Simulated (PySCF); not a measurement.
Results of a calculation; reference values are marked as such.
A vibrational averaging run on Ethene, 1,2-difluoro-, (Z)-, C₂H₂F₂, SMILES F/C=C\F. A sound run at PBE0/pcSseg-1 gave B0 = 21278, 5889, 4606 MHz, harmonic ZPE 8200 cm⁻¹, lowest mode 233 cm⁻¹ and averaged shieldings 326.72, 36.80, 36.80, 326.73, 24.65, 24.65 ppm.

Input of the run in question:

```
{"job": {"xc": "PBE0", "basis": "pcSseg-1", "grid": 2, "temperatures": [298.15, 700], "conv": 1e-05, "kind": "iso"}, "charge": 0, "multiplicity": 1}
F      1.401298     1.013371    -0.167508
C      0.661434    -0.081232     0.004592
C     -0.660200    -0.054605    -0.000732
F     -1.353820     1.068962    -0.178840
H      1.230400    -0.994423     0.149021
H     -1.266623    -0.944110     0.138987
```

Command: OMP_NUM_THREADS=1 python ens_run.py task.json out

Output:

```
parent
  Be/MHz 21454.473 5892.675 4622.94
  B0/MHz 21279.727 5885.937 4603.495
  ZPE/cm-1 8220.4
  <sigma>(0 K)/ppm 326.445 36.704 36.705 326.441 24.649 24.648
2H at atom 4
  Be/MHz 19529.472 5784.434 4462.644
  B0/MHz 19389.352 5774.045 4442.496
  ZPE/cm-1 7503.0
  <sigma>(0 K)/ppm 327.328 37.123 36.908 327.225 24.746 24.650
```

What is doubtful here, and how much did it matter?

The setting at fault: SCF threshold far too loose for finite differences. The isotope effects on the shieldings at 0 K read 884, 418, 203, 784, 97, 2 ppb against 645, 342, 126, 552, 92, -3 ppb in the sound run, and B0 − Be of the smallest constant -19.4 against -18.1 MHz.
